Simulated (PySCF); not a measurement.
CH3BO: calculation against experiment

**The experiment to reproduce.**

Beach, A photoelectron spectroscopic study of bonding in inorganic and organometallic compounds, PhD thesis, LBL 1985 lists, for the gas: B 1s binding energy of B1 195.1 eV; C 1s binding energy of C2 296.18 eV; O 1s binding energy of O3 542.05 eV.

Besley, J. Chem. Theory Comput. 2021, 17, 3644 (DFT calculations of core-electron binding energies at the K-edge of heavier elements) lists, for the gas: B 1s binding energy of B1 195.15 eV.

The runs below try to reproduce these values; the comparison stands at the end.

CH₃BO.
SMILES with atom numbers: `[BH3-:1][C:2]#[O+:3]` (hydrogens: H4, H5, H6 on B1)

Structure used (PBE0-D3(BJ)/def2-SVP), in Å, numbered top down from 1:
```xyz
6
CH3BO angstrom
B     -0.540    0.006   -0.018
C      0.978   -0.007    0.009
O      2.109   -0.019    0.032
H     -0.840   -0.902   -0.776
H     -0.866   -0.191    1.142
H     -0.834    1.116   -0.433
```

Runs made with PySCF (gas phase, on this PBE0-D3(BJ)/def2-SVP geometry; non-relativistic but for the core-level run):

| level | job | basis functions | wall time |
| --- | --- | --- | --- |
| delta-SCF UKS SCAN, pcX-2 on the ionised atom, pcseg-1 elsewhere, spin-free X2C | ΔSCF core ionisation, 3 holes | 88 | 6.8 s |

Hardware: an x86-64 server with one thread, no GPU, shared host.

**Comparison with experiment**

**Core binding energies.** Delta-SCF UKS SCAN, pcX-2 on the ionised atom, pcseg-1 elsewhere, spin-free X2C in PySCF.

| level and atom | computed (eV) | measured (eV) | computed − measured (eV) |
| --- | --- | --- | --- |
| B 1s, B1 | 195.11 | 195.1 and 195.15 | +0.01 |
| C 1s, C2 | 295.77 | 296.18 | -0.41 |
| O 1s, O3 | 541.69 | 542.05 | -0.36 |

Sources, in the order of the opening: Beach, A photoelectron spectroscopic study of bonding in inorganic and organometallic compounds, PhD thesis, LBL 1985; Besley, J. Chem. Theory Comput. 2021, 17, 3644 (DFT calculations of core-electron binding energies at the K-edge of heavier elements). Against the first value of each row the mean signed difference is -0.25 eV and the largest in size -0.41 eV. The computed values are vertical, without vibrational structure; measured positions hang on the energy calibration. 

The geometry is computed, not the measured one. Where a level misses, the cause wasn't examined.
